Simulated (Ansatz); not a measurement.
## Al$_{2}$⁺, doublet in cc-pVTZ: errors against full CI

Geometry: that of the Al2, triplet, kept fixed.

```xyz
2

Al    0.0000    0.0000    0.0000
Al    0.0000    0.0000    2.4788
```

Basis cc-pVTZ; Ansatz 0.2.0. Correlated methods freeze the noble-gas cores, which leaves 5 electrons in 58 orbitals. R marks a restricted (for open shells ROHF) determinant, U an unrestricted one. Active spaces: valence = (5e, 8o) chosen from the atoms' valence shells.

Full CI is exact within this basis and frozen core; it isn't the basis-set limit. The frozen core follows each run's orbitals, which can shift R against U totals by a few meV.

HF rows are the lowest solutions found. Coupled cluster chose its determinant by trial CCSD, here up to 0.18 eV above the lowest Hartree–Fock solution of its kind, and MP2 stands on that determinant too. For open shells CISD is restricted-active-space CI with the open shells as a complete middle space.

* UHF ⟨S²⟩: 0.815
* ⟨S²⟩ of the determinant under UCCSD: 0.767
* T1 diagnostic (RCCSD): 0.0266
* largest doubles amplitude (RCCSD): 0.163
* T1 diagnostic (UCCSD): 0.0254

```csv
level,E − E(full CI) (kJ/mol),share of correlation (%),wall time
RHF†,309.1,–,–
RMP2,82.8,73.53,–
UMP2,84.5,72.98,–
CISD†,37.9,–,2 s
RCCSD,20.9,93.31,–
UCCSD,20.4,93.46,–
RCCSD(T),5.1,98.36,8 s
UCCSD(T),5.2,98.34,12 s
BCCD(T),5.3,98.31,6.5 s
RCCSDT,1.0,99.68,–
UCCSDT,1.0,99.69,–
RCCSDT(Q),0.2,99.95,22 s
UCCSDT(Q),0.1,99.97,27 s
CASSCF (valence space)†,137.6,–,–
NEVPT2 (valence space)†,47.5,–,2.3 s
MRCISD (valence space)†,16.5,–,–
MRCISD+Q (valence space)†,11.1,–,3.3 s
```

A dagger marks rows that describe another state than the reference (another or a broken symmetry, a higher spin or other natural occupations), so the difference isn't the method's error.

The correlation energy at full CI, counted from the determinant under the R cluster runs, is -3.242 eV. That run took 2.4 min on 1 thread of AMD EPYC 9R14, shared host over 6,375,432 determinants.

Run but not shown, since their state or frozen core can't be matched to the reference's or they repeat it: UHF.

Times hold each run's SCF and search for its determinant on a shared host, so for small cases they say little of a method's own cost; they ran on 1 thread of AMD EPYC 9R14.

The full-CI state has the irrep B3u of D2h, in the program's axes (one component, if the state is degenerate).

Natural occupations of full CI about the gap: 1.908 1.813 0.955 0.118 0.054 0.046 0.029 0.017 0.012 0.010; effectively unpaired electrons, Σ n²(2−n)², 1.22.
